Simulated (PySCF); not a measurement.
**Stretching MgO**

Set-up: basis Mg x2c-SVPall, O x2c-SVPall; spin-free X2C with a Gaussian nucleus; PySCF 2.14. Energies in eV from Mg + O in their ground configurations at the same level. State: ³Π (triplet), unpaired electrons σ ↑, π ↑.

All columns are revPBE. A positive dipole means Mg(−)O(+).

```
R (Å)  E (eV)  μ (D)  Mulliken charge on Mg (basis-dependent)  HOMO (eV)  LUMO (eV)  Mayer bond order  ⟨S²⟩
1.634  -1.583  -2.09                                     0.47      -4.54      -5.63              0.96  2.00
1.710  -2.045  -2.24                                     0.43      -4.60      -5.39              1.01  2.00
1.786  -2.313  -2.38                                     0.41      -4.65      -5.16              1.04  2.00
1.843  -2.421  -2.49                                     0.39      -4.69      -4.99              1.06  2.00
1.900  -2.468  -2.59                                     0.38      -4.73      -4.83              1.07  2.00
1.957  -2.469  -2.69                                     0.37      -4.76      -4.69              1.08  2.00
2.033  -2.416  -2.82                                     0.36      -4.81      -4.50              1.08  2.00
2.128  -2.291  -2.98                                     0.35      -4.87      -4.30              1.07  2.01
2.242  -2.090  -3.14                                     0.34      -4.94      -4.09              1.05  2.01
2.394  -1.791  -3.31                                     0.32      -4.81      -3.89              1.00  2.01
```

A fit through these points gives, at Re = 1.929 Å, μ = -2.64 D and dμ/dR = -1.77 D/Å; the reduced mass is 9.596 u.

Q: How strong is the fundamental in the double-harmonic approximation, I = 42.26·(dμ/dR)²/μred km/mol?

A: I = 42.26·(-1.77)²/9.596 = 13.8 km/mol at revPBE.

The state is the lowest determinant that a PBE0 search found; another state may lie lower at other levels.

At some distances an empty level lies below a filled one, because the occupation is held.
